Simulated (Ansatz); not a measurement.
## Ansatz (development build ahead of 0.2.0) run

```yaml
crystal:
  periodic: [false, false, false]
  atoms:
    - { symbol: C, position_ang: [-0.28668, 0.18053, -0.20154] }
    - { symbol: H, position_ang: [0.25057, 0.71763, -0.99634] }
    - { symbol: H, position_ang: [-0.65664, -0.87684, -0.30151] }
    - { symbol: H, position_ang: [-0.25553, 0.60722, 0.8843] }
    - { symbol: H, position_ang: [3.81767, -2.54929, 2.8352] }
basis:
  gaussian: { orbitals: def2-SVP }
total_charge: 1
magnetization:
  spin_polarized: true
  initial_magnetization: 1
hamiltonian:
  xc: pbe0
output:
  forces: true
```

The input is written out in the form of the current development build from the run's settings.

Output:

```
Converged                       : yes
Total energy                    : -39.89002 hartree
Spin squared of the determinant : 0.750
Stability test                  : minimum
```

Forces (eV/Å):
```csv
atom,Fx,Fy,Fz
C1,0.710,-0.491,2.431
H2,-0.365,0.057,-0.243
H3,-0.027,0.899,-0.302
H4,-0.346,-0.447,-1.905
H5,0.028,-0.019,0.020
```

Caution: charge can spread falsely over distant fragments.
